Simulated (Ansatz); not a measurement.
# N$_{2}$, singlet: vertical spin and charge gaps

Geometry (PBE0/def2-TZVP stationary point for this spin):

```tsv
atom	x (Å)	y (Å)	z (Å)
N	0.0000	0.0000	0.0000
N	0.0000	0.0000	1.0895
```

Basis cc-pVDZ; Ansatz 0.2.0. Only valence electrons are correlated (noble-gas cores frozen). Prefix R: restricted or restricted open-shell reference; prefix U: unrestricted. Active spaces: valence = (10e, 8o) chosen from the atoms' valence shells.

Gaps are energies of the second state less the first, at fixed atoms, for a selection of the levels run; each method lands on the state that its own search finds for that charge and spin.

Coupled cluster chose its determinant by a search with trial CCSD, here up to 0.47 eV above the lowest Hartree–Fock solution of its kind.

Task: PBE gives 15.195 eV for removing an electron, to the doublet. Estimate what full CI gives in cc-pVDZ.

Result: Full CI in cc-pVDZ gives 15.079 eV, so against it PBE is off by 0.116 eV, of which a good part can be the reference's own basis and frozen-core error.

```
                 level  gap (eV)  error (meV)
             UCCSD(T)*    15.125           46
               RCCSDT*    15.131           52
               UCCSDT*    15.127           48
                CISDTQ    15.153           74
              RCCSDTQ*    15.089           10
MRCISD (valence space)    15.010          -69
                 B3LYP    15.652          573
               wB97M-V    15.789          710
                B2PLYP    15.316          237
```

An asterisk marks runs whose energy the program itself flagged as in doubt.

In so small a basis the reference is far from its limit while semilocal and hybrid functionals are nearer theirs (RPA and double hybrids share part of the reference's basis error), so the functionals' errors here hold much of the reference's basis and frozen-core error, which can add to them or hide them.

Full CI is exact within this basis and frozen core; it isn't the basis-set limit. The frozen core follows each run's orbitals, which can shift R against U totals by a few meV.
